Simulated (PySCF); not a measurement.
**Which determinant of NaCl lies lowest?**

Unrestricted PBE0; PySCF, no relativity, basis sets Na def2-SVP, Cl def2-SVP. Outer shells of the fragments: Na 3s1; Cl 3s2 3p5.

Followed along the bond (rough minima from three points):

```tsv
2Ms+1	unpaired	⟨S²⟩ at the start	R at minimum (Å)	Te (eV)
1	none	0.00	2.35	0.00
3	σ ↑, π ↑	2.00	none in the scan	≤ 4.05
```

Solutions found at the starting distance of 2.545 Å, counted from the lowest of them; the search is not exhaustive and high or unbound solutions are not listed, so other states can lie among these:

| 2Ms+1 | unpaired | term | E (eV) | ⟨S²⟩ | ⟨Lz²⟩ | μ (D) |
| --- | --- | --- | --- | --- | --- | --- |
| 1 | none | ¹Σ⁺ | 0.00 | 0.00 | 0.00 | -8.94 |
| 3 | σ ↑, π ↑ | ³Π | 4.05 | 2.00 | 1.01 | 2.99 |
| 1 | σ ↑, π ↓ | mixed | 4.07 | 1.00 | 1.00 | 3.15 |
| 3 | σ ↑↑ | ³Σ⁺ | 4.39 | 2.00 | 0.00 | 2.93 |
| 3 | π ↑↑ | mixed | 5.78 | 2.00 | 2.00 | 0.85 |
| 3 | π ↑↑ | mixed | 5.88 | 2.00 | 2.00 | 0.97 |
| 3 | σ ↑, π ↑ | ³Π | 6.25 | 2.00 | 1.00 | 0.88 |

A term symbol is given only where ⟨S²⟩ and ⟨Lz²⟩ are close to those of a pure state; real π, δ and φ orbitals otherwise mix terms. A positive dipole means Na(−)Cl(+).

Counting both spins, an empty level lies below a filled one in some of these solutions, because spin and occupation are held.
